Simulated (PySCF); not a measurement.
Species: PO2 (charge +1).
Geometry (PBE0-D3(BJ)/def2-SVP, Å), atoms numbered from 1 in this order:
```xyz
3
PO2 angstrom
O     -1.3002    0.5455    0.0254
P      0.0561    0.0531    0.0223
O      1.4121   -0.4399    0.0192
```

Method: core-valence-separated Tamm–Dancoff BHandHLYP/aug-pcX-1 (def2-SVPD on P) in PySCF, non-relativistic, gas phase, PBE0-D3(BJ)/def2-SVP geometry. BHandHLYP without relativity tends to put these K edges a few eV too low, so spacings mean more than positions.

The lowest roots of each edge with f over 0.003 (five at most, numbered afresh; weaker and dark ones are left out), with transition dipoles (au) in the frame of the coordinates:

```tsv
root	edge	E (eV)	μx	μy	μz
1	O	528.62	-0.0752	0.0273	0.0002
2	O	531.53	0.0259	0.0712	0.0031
3	O	531.53	-0.0009	-0.0029	0.0757
4	O	539.96	-0.0287	0.0104	0.0001
```

Question: What are the oscillator strengths?

Answer: f = (2/3) ΔE |μ|², with ΔE in hartree (27.2114 eV):

```json
{"root": "1", "ΔE (Eh)": "19.4266", "|μ|² (au)": "0.006400", "f": "0.083", "core hole on": "O1/O3"}
{"root": "2", "ΔE (Eh)": "19.5334", "|μ|² (au)": "0.005750", "f": "0.075", "core hole on": "O1/O3"}
{"root": "3", "ΔE (Eh)": "19.5334", "|μ|² (au)": "0.005740", "f": "0.075", "core hole on": "O1/O3"}
{"root": "4", "ΔE (Eh)": "19.8432", "|μ|² (au)": "0.000932", "f": "0.012", "core hole on": "O1/O3"}
```

Question: What is the unit vector of the molecular axis, and which share of each root's |μ|² lies along it?

Answer: (0.94, -0.34, 0.00), up to sign.

```csv
root,core hole on,share along it,final orbital
1,O1/O3,1.00,σ
2,O1/O3,0.00,π
3,O1/O3,0.00,π
4,O1/O3,1.00,σ
```

The 1s orbitals are σ, so light polarised along the axis reaches σ orbitals and light across it π orbitals.

Question: For fixed molecules, how does the intensity of root 1 change when the electric field is turned 60° away from the molecular axis?

Answer: Intensity goes as (E·μ)², and μ lies along that direction, so it falls to cos²60° = 0.25 of its maximum; it vanishes at 90°.

Question: Molecules are fixed in this frame and the field points along y. What effective strengths 3 f cos²θ do the roots have (θ between field and μ)?

Answer: root 1 (O1/O3): 0.029, root 2 (O1/O3): 0.198, root 3 (O1/O3): 0.000, root 4 (O1/O3): 0.004. Root 2 is the strongest. Averaged over all orientations cos²θ is 1/3, which gives f back. For degenerate partners only the sum has meaning, as the program may mix them freely.

Time: 1.0 s wall; peak memory 0.38 GiB. Hardware: Arm Neoverse V1, one thread, shared host.
